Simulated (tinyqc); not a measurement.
Worked calculation: RHF in the sto-3g basis, for H2F+, spin multiplicity 1. One step of it, computed by the program tinyqc.

Problem. Iteration 2: building the Fock matrix. J_ij = sum D_kl (ij|kl), K_ij = sum D_kl (ik|jl); F = H + J - 0.5 K; E = tr D H + tr D J / 2 - 0.25 tr D K + E_nn.

D after iteration 1:
```
,1F 1s,1F 2s,1F 2px,1F 2py,1F 2pz,2H 1s,3H 1s
1F 1s,2.122701,-0.518701,0.000000,0.000123,-0.006749,0.021029,0.021268
1F 2s,-0.518701,2.192254,0.000000,-0.000679,0.035961,-0.087396,-0.088415
1F 2px,0.000000,0.000000,2.000000,0.000000,0.000000,0.000000,0.000000
1F 2py,0.000123,-0.000679,0.000000,2.060060,-0.000298,-0.099713,0.100589
1F 2pz,-0.006749,0.035961,0.000000,-0.000298,2.017329,-0.051320,-0.051796
2H 1s,0.021029,-0.087396,0.000000,-0.099713,-0.051320,0.009548,-0.000099
3H 1s,0.021268,-0.088415,0.000000,0.100589,-0.051796,-0.000099,0.009731
```

core Hamiltonian H = T + V (hartree):
```
,1F 1s,1F 2s,1F 2px,1F 2py,1F 2pz,2H 1s,3H 1s
1F 1s,-40.813112,-9.577228,0.000000,0.000054,-0.006864,-0.730125,-0.739821
1F 2s,-9.577228,-11.291160,0.000000,0.000662,-0.085724,-1.879900,-1.901642
1F 2px,0.000000,0.000000,-8.960601,0.000000,0.000000,0.000000,0.000000
1F 2py,0.000054,0.000662,0.000000,-9.024616,0.000223,-1.200811,1.213572
1F 2pz,-0.006864,-0.085724,0.000000,0.000223,-8.980704,-0.686538,-0.693546
2H 1s,-0.730125,-1.879900,0.000000,-1.200811,-0.686538,-4.203850,-0.404910
3H 1s,-0.739821,-1.901642,0.000000,1.213572,-0.693546,-0.404910,-4.218458
```

Two-electron integrals (ij|kl) in chemists' order, unique and non-zero (hartree):
```
i,j,k,l,(ij|kl)
1,1,1,1,5.403501
2,1,1,1,0.841920
2,1,2,1,0.156299
2,2,1,1,1.268028
2,2,2,1,0.292344
2,2,2,2,0.926167
3,1,3,1,0.027998
3,2,3,1,0.043169
3,2,3,2,0.204588
3,3,1,1,1.264502
3,3,2,1,0.292403
3,3,2,2,0.925959
3,3,3,3,0.997514
4,1,4,1,0.027998
4,2,4,1,0.043169
4,2,4,2,0.204588
4,3,4,3,0.053770
4,4,1,1,1.264502
4,4,2,1,0.292403
4,4,2,2,0.925959
4,4,3,3,0.889973
4,4,4,4,0.997514
5,1,5,1,0.027998
5,2,5,1,0.043169
5,2,5,2,0.204588
5,3,5,3,0.053770
5,4,5,4,0.053770
5,5,1,1,1.264502
5,5,2,1,0.292403
5,5,2,2,0.925959
5,5,3,3,0.889973
5,5,4,4,0.889973
5,5,5,5,0.997514
6,1,1,1,0.064365
6,1,2,1,0.011858
6,1,2,2,0.022076
6,1,3,3,0.022045
6,1,4,1,0.000397
6,1,4,2,0.000753
6,1,4,4,0.022118
6,1,5,1,0.000222
6,1,5,2,0.000422
6,1,5,4,0.000041
6,1,5,5,0.022068
6,1,6,1,0.000908
6,2,1,1,0.184708
6,2,2,1,0.043250
6,2,2,2,0.155659
6,2,3,3,0.153329
6,2,4,1,0.002522
6,2,4,2,0.020897
6,2,4,4,0.158528
6,2,5,1,0.001414
6,2,5,2,0.011712
6,2,5,4,0.002914
6,2,5,5,0.154962
6,2,6,1,0.003331
6,2,6,2,0.033978
6,3,3,1,0.004259
6,3,3,2,0.026282
6,3,4,3,0.004244
6,3,5,3,0.002379
6,3,6,3,0.004765
6,4,1,1,0.117693
6,4,2,1,0.027888
6,4,2,2,0.107607
6,4,3,3,0.103249
6,4,4,1,0.005653
6,4,4,2,0.039661
6,4,4,4,0.115133
6,4,5,1,0.000781
6,4,5,2,0.007498
6,4,5,4,0.004282
6,4,5,5,0.104316
6,4,6,1,0.002222
6,4,6,2,0.028966
6,4,6,4,0.029341
6,5,1,1,0.065964
6,5,2,1,0.015631
6,5,2,2,0.060311
6,5,3,3,0.057869
6,5,4,1,0.000781
6,5,4,2,0.007498
6,5,4,4,0.059772
6,5,5,1,0.004697
6,5,5,2,0.030485
6,5,5,4,0.005311
6,5,5,5,0.063224
6,5,6,1,0.001245
6,5,6,2,0.016235
6,5,6,4,0.013775
6,5,6,5,0.012485
6,6,1,1,0.390067
6,6,2,1,0.092776
6,6,2,2,0.386112
6,6,3,3,0.375288
6,6,4,1,0.005763
6,6,4,2,0.068641
6,6,4,4,0.399797
6,6,5,1,0.003230
6,6,5,2,0.038472
6,6,5,4,0.013737
6,6,5,5,0.382987
6,6,6,1,0.007162
6,6,6,2,0.115605
6,6,6,4,0.115677
6,6,6,5,0.064834
6,6,6,6,0.774606
7,1,1,1,0.065219
7,1,2,1,0.012016
7,1,2,2,0.022369
7,1,3,3,0.022338
7,1,4,1,-0.000403
7,1,4,2,-0.000764
7,1,4,4,0.022412
7,1,5,1,0.000226
7,1,5,2,0.000428
7,1,5,4,-0.000042
7,1,5,5,0.022361
7,1,6,1,0.000908
7,1,6,2,0.003278
7,1,6,4,0.002040
7,1,6,5,0.001228
7,1,6,6,0.007028
7,1,7,1,0.000932
7,2,1,1,0.186900
7,2,2,1,0.043762
7,2,2,2,0.157468
7,2,3,3,0.155109
7,2,4,1,-0.002554
7,2,4,2,-0.021142
7,2,4,4,0.160373
7,2,5,1,0.001431
7,2,5,2,0.011846
7,2,5,4,-0.002949
7,2,5,5,0.156762
7,2,6,1,0.003273
7,2,6,2,0.026576
7,2,6,4,0.015932
7,2,6,5,0.012255
7,2,6,6,0.071181
7,2,7,1,0.003415
7,2,7,2,0.034747
7,3,3,1,0.004313
7,3,3,2,0.026598
7,3,4,3,-0.004296
7,3,5,3,0.002407
7,3,6,3,0.003554
7,3,7,3,0.004875
7,4,1,1,-0.119001
7,4,2,1,-0.028198
7,4,2,2,-0.108771
7,4,3,3,-0.104361
7,4,4,1,0.005724
7,4,4,2,0.040132
7,4,4,4,-0.116389
7,4,5,1,-0.000791
7,4,5,2,-0.007583
7,4,5,4,0.004332
7,4,5,5,-0.105440
7,4,6,1,-0.002036
7,4,6,2,-0.015914
7,4,6,4,-0.006305
7,4,6,5,-0.007244
7,4,6,6,-0.041572
7,4,7,1,-0.002277
7,4,7,2,-0.029595
7,4,7,4,0.029962
7,5,1,1,0.066677
7,5,2,1,0.015799
7,5,2,2,0.060945
7,5,3,3,0.058475
7,5,4,1,-0.000791
7,5,4,2,-0.007583
7,5,4,4,0.060400
7,5,5,1,0.004756
7,5,5,2,0.030847
7,5,5,4,-0.005374
7,5,5,5,0.063893
7,5,6,1,0.001225
7,5,6,2,0.012245
7,5,6,4,0.007244
7,5,6,5,0.009134
7,5,6,6,0.035781
7,5,7,1,0.001276
7,5,7,2,0.016582
7,5,7,4,-0.014056
7,5,7,5,0.012751
7,6,1,1,0.036456
7,6,2,1,0.008623
7,6,2,2,0.034046
7,6,3,3,0.033473
7,6,4,1,5.35e-07
7,6,4,2,0.000008
7,6,4,4,0.034137
7,6,5,1,0.000453
7,6,5,2,0.004634
7,6,5,4,1.04e-06
7,6,5,5,0.034494
7,6,6,1,0.000657
7,6,6,2,0.007419
7,6,6,4,0.005641
7,6,6,5,0.004108
7,6,6,6,0.028312
7,6,7,1,0.000665
7,6,7,2,0.007495
7,6,7,4,-0.005689
7,6,7,5,0.004146
7,6,7,6,0.002144
7,7,1,1,0.391687
7,7,2,1,0.093160
7,7,2,2,0.387630
7,7,3,3,0.376713
7,7,4,1,-0.005807
7,7,4,2,-0.069102
7,7,4,4,0.401434
7,7,5,1,0.003254
7,7,5,2,0.038719
7,7,5,4,-0.013851
7,7,5,5,0.384474
7,7,6,1,0.006964
7,7,6,2,0.070623
7,7,6,4,0.041269
7,7,6,5,0.035545
7,7,6,6,0.225651
7,7,7,1,0.007288
7,7,7,2,0.117219
7,7,7,4,-0.117157
7,7,7,5,0.065644
7,7,7,6,0.028312
7,7,7,7,0.774606
```

nuclear repulsion = 7.31884045 hartree

Give: Coulomb J; exchange K; Fock matrix F; total energy of this density.

Solution.

Coulomb J (hartree):
```
,1F 1s,1F 2s,1F 2px,1F 2py,1F 2pz,2H 1s,3H 1s
1F 1s,20.9479,4.0160,0.0000,0.0000,0.0010,0.3049,0.3089
1F 2s,4.0160,9.9446,0.0000,0.0000,0.0014,1.6146,1.6334
1F 2px,0.0000,0.0000,9.9359,0.0000,0.0000,0.0000,0.0000
1F 2py,0.0000,0.0000,0.0000,9.9358,0.0000,1.0959,-1.1078
1F 2pz,0.0010,0.0014,0.0000,0.0000,9.9358,0.6142,0.6207
2H 1s,0.3049,1.6146,0.0000,1.0959,0.6142,3.8632,0.3451
3H 1s,0.3089,1.6334,0.0000,-1.1078,0.6207,0.3451,3.8784
```

exchange K (hartree):
```
,1F 1s,1F 2s,1F 2px,1F 2py,1F 2pz,2H 1s,3H 1s
1F 1s,11.1105,1.9476,0.0000,0.0000,0.0004,0.1580,0.1601
1F 2s,1.9476,3.2407,0.0000,-0.0001,0.0054,0.4802,0.4859
1F 2px,0.0000,0.0000,2.6664,0.0000,0.0000,0.0000,0.0000
1F 2py,0.0000,-0.0001,0.0000,2.6739,0.0000,0.2546,-0.2574
1F 2pz,0.0004,0.0054,0.0000,0.0000,2.6684,0.1427,0.1443
2H 1s,0.1580,0.4802,0.0000,0.2546,0.1427,0.1264,0.0603
3H 1s,0.1601,0.4859,0.0000,-0.2574,0.1443,0.0603,0.1292
```

Fock matrix F (hartree):
```
,1F 1s,1F 2s,1F 2px,1F 2py,1F 2pz,2H 1s,3H 1s
1F 1s,-25.4205,-6.5351,0.0000,0.0000,-0.0060,-0.5043,-0.5109
1F 2s,-6.5351,-2.9669,0.0000,0.0007,-0.0870,-0.5054,-0.5111
1F 2px,0.0000,0.0000,-0.3579,0.0000,0.0000,0.0000,0.0000
1F 2py,0.0000,0.0007,0.0000,-0.4258,0.0002,-0.2322,0.2345
1F 2pz,-0.0060,-0.0870,0.0000,0.0002,-0.3791,-0.1437,-0.1450
2H 1s,-0.5043,-0.5054,0.0000,-0.2322,-0.1437,-0.4038,-0.0900
3H 1s,-0.5109,-0.5111,0.0000,0.2345,-0.1450,-0.0900,-0.4047
```

total energy of this density = -98.049770 hartree
